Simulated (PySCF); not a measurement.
## Li₂O: map over both bonds

Method: PBE0 in PySCF with O def2-TZVP, Li def2-TZVP; no relativity; density-fitted integrals.

Rigid scan from the singlet minimum (O–Li 1.605 Å (×2); Li–O–Li 180.0°). Coordinate: rows scale the first bond (O–Li), columns the second (O–Li). Energies in kJ/mol from the minimum.

Give the energy map for rows 0.94, 0.97, 1.00, 1.04, 1.09, 1.15 and columns 0.94, 0.97, 1.00, 1.04, 1.09, 1.15.


```csv
scale \ scale,0.94,0.97,1.00,1.04,1.09,1.15
0.94,18.0,11.0,8.6,11.1,20.8,38.8
0.97,11.0,4.2,2.0,4.7,14.6,33.0
1.00,8.6,2.0,0.0,2.9,13.1,31.6
1.04,11.1,4.7,2.9,6.1,16.5,35.3
1.09,20.8,14.6,13.1,16.5,27.2,46.4
1.15,38.8,33.0,31.6,35.3,46.4,65.7
```

And the size of the dipole moment (D) on the same grid?


```csv
scale \ scale,0.94,0.97,1.00,1.04,1.09,1.15
0.94,0.00,0.19,0.39,0.64,0.96,1.34
0.97,0.19,0.00,0.19,0.45,0.77,1.15
1.00,0.39,0.19,0.00,0.26,0.58,0.96
1.04,0.64,0.45,0.26,0.00,0.32,0.71
1.09,0.96,0.77,0.58,0.32,0.00,0.38
1.15,1.34,1.15,0.96,0.71,0.38,0.00
```

Other isomers or separated fragments may lie lower.
